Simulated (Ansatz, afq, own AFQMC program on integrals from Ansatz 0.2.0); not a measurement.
**AlH3 + F, doublet: a scan with AFQMC**

| atom | x (Å) | y (Å) | z (Å) |
| --- | --- | --- | --- |
| Al | -1.0879 | 0.0000 | 0.0000 |
| H | -1.8808 | 1.3734 | 0.0000 |
| H | -1.8808 | -1.3734 | 0.0000 |
| H | 0.4980 | 0.0000 | 0.0000 |
| F | 1.7181 | 0.0000 | 0.0000 |

A hydrogen atom is moved from one rigid fragment to the other; the Al1–H4 distance tells how far. The two fragments are held close together, so this isn't a minimum-energy path and the start is a compressed complex. Energies in kJ/mol count from this geometry (1.586 Å) at the same level; the start stands on UHF, each point on the determinant named.

Basis cc-pVTZ. Only valence electrons are correlated. Ansatz 0.2.0 and our own AFQMC program on the same integrals; the CISD trial comes from CCSD amplitudes, and released means the phaseless constraint is let go. Uncertainties: one standard error, sampling alone.

Cautions, each for one point or more: the ph-AFQMC/CISD walk drifts between its halves.

| r(Al1–H4) / Å | det. | T1 | weight | ⟨S²⟩ | CCSD | B2PLYP | CCSD(T) |
| --- | --- | --- | --- | --- | --- | --- | --- |
| 1.677 | UHF | 0.017 | 0.89 | 0.77 | -33.6 | -31.4 | -34.4 |
| 1.723 | UHF | 0.016 | 0.89 | 0.77 | -50.0 | -45.9 | -50.8 |
| 1.769 | UHF | 0.015 | 0.89 | 0.76 | -65.1 | -58.6 | -65.4 |
| 1.815 | UHF | 0.014 | 0.89 | 0.76 | -77.1 | -68.1 | -76.8 |
| 1.906 | UHF | 0.013 | 0.90 | 0.76 | -82.3 | -68.1 | -80.5 |

(1) Estimate the curve of phaseless AFQMC with a CISD trial, counted from the same start.

Answers

(1) 
```tsv
r(Al1–H4) / Å	det.	T1	weight	⟨S²⟩	ph-AFQMC/CISD
1.677	UHF	0.017	0.89	0.77	-34.7 ± 0.7
1.723	UHF	0.016	0.89	0.77	-51.2 ± 0.7
1.769	UHF	0.015	0.89	0.76	-66.6 ± 0.8
1.815	UHF	0.014	0.89	0.76	-77.8 ± 0.8
1.906	UHF	0.013	0.90	0.76	-81.5 ± 0.7
```

Weight is that of the determinant in the CISD state; at the start T1 is 0.023 and the weight 0.88, and ⟨S²⟩ is 0.78. Largest departures from phaseless AFQMC with a CISD trial: CCSD(T) 1.2 kJ/mol at 1.769 (on UHF) (within the noise), CCSD 1.5 kJ/mol at 1.769 (on UHF) (within the noise), B2PLYP 13.4 kJ/mol at 1.906. The walk's constraint bias lies outside its error bars, so these are departures and not errors. Functionals count only at points shown to share the start's state and spin.

A walk keeps the symmetry of its determinant, which the program's search chose and which needn't be the lowest solution, so a lower state of the same spin and another symmetry isn't excluded.
